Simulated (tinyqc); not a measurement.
Worked calculation: UHF in the sto-3g basis, for H2O, spin multiplicity 1. One step of it, computed by the program tinyqc.

Task: Iteration 2: diagonalisation and new density. Diagonalise F' = X^T F X, C = X C', fill 5 alpha and 5 beta electrons from the bottom; D(s) = C_occ C_occ^T. Each column has its largest component positive (the first on a tie).

extrapolated F(alpha) (hartree):
```
,1O 1s,1O 2s,1O 2px,1O 2py,1O 2pz,2H 1s,3H 1s
1O 1s,-20.276279,-5.167302,0.000116,-0.001328,-0.012838,-0.833667,-0.902916
1O 2s,-5.167302,-2.444088,0.081899,0.002267,-0.072431,-0.775338,-0.817226
1O 2px,0.000116,0.081899,-0.207148,-0.031769,0.159594,-0.037326,-0.086196
1O 2py,-0.001328,0.002267,-0.031769,-0.308726,0.046224,-0.356134,0.339301
1O 2pz,-0.012838,-0.072431,0.159594,0.046224,-0.386760,-0.300810,-0.295325
2H 1s,-0.833667,-0.775338,-0.037326,-0.356134,-0.300810,-0.393352,-0.266944
3H 1s,-0.902916,-0.817226,-0.086196,0.339301,-0.295325,-0.266944,-0.396775
```

extrapolated F(beta) (hartree):
```
,1O 1s,1O 2s,1O 2px,1O 2py,1O 2pz,2H 1s,3H 1s
1O 1s,-20.276279,-5.167302,-0.000116,-0.001328,-0.012838,-0.833667,-0.902916
1O 2s,-5.167302,-2.444088,-0.081899,0.002267,-0.072431,-0.775338,-0.817226
1O 2px,-0.000116,-0.081899,-0.207148,0.031769,-0.159594,0.037326,0.086196
1O 2py,-0.001328,0.002267,0.031769,-0.308726,0.046224,-0.356134,0.339301
1O 2pz,-0.012838,-0.072431,-0.159594,0.046224,-0.386760,-0.300810,-0.295325
2H 1s,-0.833667,-0.775338,0.037326,-0.356134,-0.300810,-0.393352,-0.266944
3H 1s,-0.902916,-0.817226,0.086196,0.339301,-0.295325,-0.266944,-0.396775
```

X:
```
,1O 1s,1O 2s,1O 2px,1O 2py,1O 2pz,2H 1s,3H 1s
1O 1s,1.023657,-0.137108,0.000000,0.000452,-0.007752,0.018643,0.019599
1O 2s,-0.137108,1.161178,0.000000,-0.005769,0.075179,-0.215714,-0.234233
1O 2px,0.000000,0.000000,1.000000,0.000000,0.000000,0.000000,0.000000
1O 2py,0.000452,-0.005769,0.000000,1.073387,-0.002756,-0.171956,0.181072
1O 2pz,-0.007752,0.075179,0.000000,-0.002756,1.040589,-0.117786,-0.126082
2H 1s,0.018643,-0.215714,0.000000,-0.171956,-0.117786,1.125996,-0.066238
3H 1s,0.019599,-0.234233,0.000000,0.181072,-0.126082,-0.066238,1.140886
```

Give: F' = X^T F X; orbital energies; coefficients C; F' = X^T F X; orbital energies; coefficients C; D(alpha) after iteration 2; D(beta) after iteration 2.

Result:

F' = X^T F X (alpha) (hartree):
```
,1,2,3,4,5,6,7
1,-19.902,-2.679,-0.015,-0.001,-0.038,-0.096,-0.113
2,-2.679,-1.367,0.136,0.002,0.077,-0.369,-0.395
3,-0.015,0.136,-0.207,-0.044,0.188,-0.067,-0.141
4,-0.001,0.002,-0.044,-0.101,0.051,-0.396,0.371
5,-0.038,0.077,0.188,0.051,-0.282,-0.265,-0.246
6,-0.096,-0.369,-0.067,-0.396,-0.265,-0.015,-0.095
7,-0.113,-0.395,-0.141,0.371,-0.246,-0.095,0.008
```

orbital energies (alpha) (hartree): MO1 -20.284, MO2 -1.234, MO3 -0.562, MO4 -0.500, MO5 -0.290, MO6 0.451, MO7 0.554

coefficients C (alpha):
```
,MO1,MO2,MO3,MO4,MO5,MO6,MO7
1O 1s,0.994,-0.245,-0.017,0.071,0.046,0.106,0.008
1O 2s,0.024,0.919,0.078,-0.347,-0.298,-0.641,-0.052
1O 2px,0.000,-0.076,0.090,-0.257,0.883,-0.361,-0.096
1O 2py,0.000,-0.007,0.650,0.136,0.041,-0.066,0.876
1O 2pz,0.003,0.098,-0.244,0.785,-0.007,-0.658,0.001
2H 1s,-0.004,0.110,0.360,0.353,0.282,0.700,-0.725
3H 1s,-0.005,0.105,-0.403,0.050,0.419,0.654,0.794
```

F' = X^T F X (beta) (hartree):
```
,1,2,3,4,5,6,7
1,-19.902,-2.679,0.015,-0.001,-0.038,-0.096,-0.113
2,-2.679,-1.367,-0.136,0.002,0.077,-0.369,-0.395
3,0.015,-0.136,-0.207,0.044,-0.188,0.067,0.141
4,-0.001,0.002,0.044,-0.101,0.051,-0.396,0.371
5,-0.038,0.077,-0.188,0.051,-0.282,-0.265,-0.246
6,-0.096,-0.369,0.067,-0.396,-0.265,-0.015,-0.095
7,-0.113,-0.395,0.141,0.371,-0.246,-0.095,0.008
```

orbital energies (beta) (hartree): MO1 -20.284, MO2 -1.234, MO3 -0.562, MO4 -0.500, MO5 -0.290, MO6 0.451, MO7 0.554

coefficients C (beta):
```
,MO1,MO2,MO3,MO4,MO5,MO6,MO7
1O 1s,0.994,-0.245,-0.017,0.071,-0.046,0.106,0.008
1O 2s,0.024,0.919,0.078,-0.347,0.298,-0.641,-0.052
1O 2px,0.000,0.076,-0.090,0.257,0.883,0.361,0.096
1O 2py,0.000,-0.007,0.650,0.136,-0.041,-0.066,0.876
1O 2pz,0.003,0.098,-0.244,0.785,0.007,-0.658,0.001
2H 1s,-0.004,0.110,0.360,0.353,-0.282,0.700,-0.725
3H 1s,-0.005,0.105,-0.403,0.050,-0.419,0.654,0.794
```

D(alpha) after iteration 2:
```
,1O 1s,1O 2s,1O 2px,1O 2py,1O 2pz,2H 1s,3H 1s
1O 1s,1.056,-0.241,0.039,0.002,0.038,0.001,-0.001
1O 2s,-0.241,1.061,-0.237,-0.015,-0.200,-0.078,-0.077
1O 2px,0.039,-0.237,0.860,0.061,-0.238,0.183,0.313
1O 2py,0.002,-0.015,0.061,0.443,-0.053,0.293,-0.238
1O 2pz,0.038,-0.200,-0.238,-0.053,0.686,0.198,0.144
2H 1s,0.001,-0.078,0.183,0.293,0.198,0.347,0.002
3H 1s,-0.001,-0.077,0.313,-0.238,0.144,0.002,0.351
```

D(beta) after iteration 2:
```
,1O 1s,1O 2s,1O 2px,1O 2py,1O 2pz,2H 1s,3H 1s
1O 1s,1.056,-0.241,-0.039,0.002,0.038,0.001,-0.001
1O 2s,-0.241,1.061,0.237,-0.015,-0.200,-0.078,-0.077
1O 2px,-0.039,0.237,0.860,-0.061,0.238,-0.183,-0.313
1O 2py,0.002,-0.015,-0.061,0.443,-0.053,0.293,-0.238
1O 2pz,0.038,-0.200,0.238,-0.053,0.686,0.198,0.144
2H 1s,0.001,-0.078,-0.183,0.293,0.198,0.347,0.002
3H 1s,-0.001,-0.077,-0.313,-0.238,0.144,0.002,0.351
```
